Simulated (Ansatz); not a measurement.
Write a Python script for Ansatz 0.2.0, Python API that makes a rigid torsion scan of CH5OSi (charge -1), SMILES CO[SiH2-]. Level of theory (for the species named): B3LYP, cc-pVDZ basis, multiplicity 1.

```xyz
8

C     1.0444    0.0913   -0.1036
O     0.0461   -0.8036   -0.5691
Si   -1.5336   -0.5274   -0.1228
H     0.8684    1.1090   -0.4705
H     1.1027    0.0874    0.9909
H     2.0105   -0.2446   -0.4933
H    -1.9254    0.8249   -0.5899
H    -1.6131   -0.5370    1.3584
```

`run_torsion.py`
```python
import warnings

import ansatz as az
from ase import Atoms

warnings.simplefilter('ignore', az.DeckWarning)

atoms = Atoms(['C', 'O', 'Si', 'H', 'H', 'H', 'H', 'H'], positions=[
    [1.0444, 0.0913, -0.1036],
    [0.0461, -0.8036, -0.5691],
    [-1.5336, -0.5274, -0.1228],
    [0.8684, 1.109, -0.4705],
    [1.1027, 0.0874, 0.9909],
    [2.0105, -0.2446, -0.4933],
    [-1.9254, 0.8249, -0.5899],
    [-1.6131, -0.537, 1.3584],
])

first = (
    az.Crystal.molecule_from_ase(atoms).calculation()
    .basis(gaussian='cc-pVDZ')
    .functional('b3lyp')
    .charge(-1)
    .relax(force_tolerance=0.02, max_steps=80)
)
atoms.positions = first.run(threads=1).report['positions_ang']

start = atoms.get_dihedral(3, 0, 1, 2)
energies = {}
for turn in range(0, 360, 40):
    turned = atoms.copy()
    turned.set_dihedral(3, 0, 1, 2, start + turn, indices=[1, 2, 6, 7])
    model = (
        az.Crystal.molecule_from_ase(turned).calculation()
        .basis(gaussian='cc-pVDZ')
        .functional('b3lyp')
        .charge(-1)
    )
    energies[round((start + turn) % 360)] = model.run(threads=1).report['free_energy_ev']
floor = min(energies.values())
print('dihedral H3-C0-O1-Si2 (deg)   E - E(min) (kJ/mol)')
for angle, e in sorted(energies.items()):
    print(f'{angle:8d} {96.485332 * (e - floor):14.3f}  ' + '#' * int(30 * (e - floor) / max(max(energies.values()) - floor, 1e-9)))
```

```console
$ python run_torsion.py
dihedral H3-C0-O1-Si2 (deg)   E - E(min) (kJ/mol)
      20          5.939  ############################
      60          1.411  ######
     100          6.179  ##############################
     140          6.178  #############################
     180          1.411  ######
     220          5.939  ############################
     260          5.153  #########################
     300          0.000
     340          5.153  #########################
```

The scan is rigid and the energies are electronic, in a modest basis. With rigid groups the curve can differ much from the relaxed path, the start wasn't checked as a minimum of this torsion, and equivalent turns needn't return to the same energy. b3lyp holds the VWN-RPA fit, as in Gaussian; the form of ORCA and Turbomole is b3lyp5. Anions want diffuse functions, which this basis lacks. The whole script took 18 s on 1 thread of Intel(R) Xeon(R) Processor @ 2.30GHz, on a shared host, peak memory 0.25 GiB.
